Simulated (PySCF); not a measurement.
A side-by-side comparison of computed properties.

First species: C5H6.
Geometry (PBE0-D3(BJ)/def2-TZVP, Å), atoms numbered from 1 in this order:
```xyz
11
C5H6 angstrom
C      3.0126    0.2929    0.4608
C      1.8261    0.1123    0.5533
C      0.4348   -0.1116    0.6967
C     -0.4577    0.0763   -0.2783
C     -1.9172   -0.1576   -0.1355
H      4.0619    0.4464    0.3751
H      0.0992   -0.4580    1.6719
H     -0.1018    0.4227   -1.2453
H     -2.1738   -0.5012    0.8680
H     -2.4812    0.7576   -0.3421
H     -2.2646   -0.9053   -0.8558
```

Second species: bicyclo[2.1.0]pent-2-ene, C5H6.
SMILES: `C1=C[C@H]2C[C@@H]12`

Levels: CAM-B3LYP/aug-cc-pVTZ for dipole moment, HOMO energy, LUMO energy, HOMO–LUMO gap, static isotropic polarisability and electronic spatial extent ⟨r²⟩ about the centre of nuclear charge; TDDFT CAM-B3LYP/aug-cc-pVTZ for lowest singlet excitation; TDA CAM-B3LYP/aug-cc-pVTZ for lowest triplet excitation (Tamm–Dancoff); PBE0-D3(BJ)/def2-TZVP for rotational constant A and rotational constant C. Geometries: PBE0-D3(BJ)/def2-TZVP. Each structure is a single optimised conformer of the isolated species, non-relativistic unless stated. Electronic properties by PySCF.

**Question.** Which has the higher HOMO–LUMO gap?

**Answer.** The first: 8.34 eV against 8.09 eV, a difference of 0.25 eV.

**Question.** Which of the two has the higher static isotropic polarisability, and by how much?

**Answer.** The first: 65.2 au against 54.4 au, a difference of 10.8 au.

**Question.** Which has the higher HOMO energy?

**Answer.** The second: -7.73 eV against -8.07 eV, a difference of 0.34 eV.

**Question.** Which of the two has the higher S1 energy, and by how much?

**Answer.** The first: 5.59 eV against 5.13 eV, a difference of 0.46 eV.

**Question.** Which has the higher ⟨r²⟩?

**Answer.** The first: 564 bohr² against 311 bohr², a difference of 253 bohr².

**Question.** Which has the higher rotational constant C?

**Answer.** The second: 5.286 GHz against 2.170 GHz, a difference of 3.116 GHz.

**Question.** Which of the two has the higher LUMO energy, and by how much?

**Answer.** The second: 0.36 eV against 0.27 eV, a difference of 0.09 eV.

**Question.** Which has the higher dipole moment?

**Answer.** The first: 1.16 D against 0.45 D, a difference of 0.71 D.

On the first: The polarisability is 9.67 Å³ as a volume (1 au = 0.148185 Å³), or 1.81 au for each of the 36 electrons. The 10 singlets span 5.59 to 7.27 eV, and their oscillator strengths add up to 0.60. Geometry: PBE0-D3(BJ)/def2-TZVP; no solvent, vibrations or thermal averaging.

On the second: The vertical singlet–triplet gap S1 − T1 is 1.62 eV (TDDFT singlet less Tamm–Dancoff triplet). The dipole matches unit charges of opposite sign 0.09 Å apart (1 e·Å = 4.8032 D). Geometry: PBE0-D3(BJ)/def2-TZVP; no solvent, vibrations or thermal averaging.
